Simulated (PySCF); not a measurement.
Compound: C3H6NO (doublet state).
Z-matrix (Å and degrees, GFN2-xTB geometry), rows numbered from 1:
```
C 
C   1  1.5213
N   2  1.4703  1  111.05
C   3  1.3135  2  125.64  1  -117.56
O   4  1.2041  3  133.23  2    -2.39
H   1  1.0870  2  109.98  3   179.51
H   1  1.0885  2  110.66  3   -60.68
H   1  1.0874  2  110.34  3    59.68
H   2  1.0909  1  110.86  3  -118.38
H   2  1.0947  1  110.49  3   120.65
H   3  1.0091  2  115.48  1    58.86
```

The hyperfine couplings belong to this conformer and change with its torsions.

As a line formula: `CCN[C]=O` [radical].

Level of theory: UKS B3LYP, pcH-1 on C H N O, non-relativistic, mean-field spin-orbit, GIAO in PySCF 2.14.0. The structure is a single GFN2-xTB conformer in the gas phase; no vibrational or solvent corrections. Couplings are sensitive to structure, and on GFN2-xTB geometries they can be far from those on DFT ones. The SCF solution wasn't tested for stability.

Problem. Predict the first-order ENDOR lines of C2, C1, N3, H11, H6/H7/H8 and H9/H10 under fast tumbling at B = 349.3 mT (X band).

Solution. ν± = |νn ± a/2|, one line for each electron-spin manifold; νn = |g_N| × 7.62259 MHz/T × B.

| nuclei | isotope | g_N | νn (MHz) | a_iso (MHz) | lower line (MHz) | upper line (MHz) |
| --- | --- | --- | --- | --- | --- | --- |
| C2 | 13C | 1.4048 | 3.74 | 28.84 | 10.68 | 18.16 |
| C1 | 13C | 1.4048 | 3.74 | -1.75 | 2.87 | 4.61 |
| N3 | 14N | 0.4038 | 1.08 | 69.78 | 33.82 | 35.97 |
| H11 | 1H | 5.5857 | 14.87 | 9.59 | 10.08 | 19.67 |
| H6/H7/H8 | 1H | 5.5857 | 14.87 | 3.30 | 13.22 | 16.52 |
| H9/H10 | 1H | 5.5857 | 14.87 | -3.00 | 13.37 | 16.37 |

The rows for 13C, of low natural abundance, apply to labelled samples.

Problem. Which pairs are centred on the nuclear Larmor frequency, and which on half the coupling?

Solution. Centred on νn, since |a| < 2νn: C1, H11, H6/H7/H8 and H9/H10. Centred on |a|/2 and split by 2νn: C2 and N3.

Problem. At what field would the lower line of C2 fall to zero frequency?

Solution. Where νn = |a|/2, that is B = 14.42 MHz/(1.4048 × 7.62259 MHz/T) = 1350 mT, as far as first order holds there.

Means are taken over nuclei equivalent by connectivity, which assumes that they swap fast. The three 1H nuclei of mean +3.3 MHz run from 1.1 to 7.6 MHz in the frozen geometry.

The largest Mulliken spin populations are on C4 (+0.67), O5 (+0.28) and C2 (+0.07).
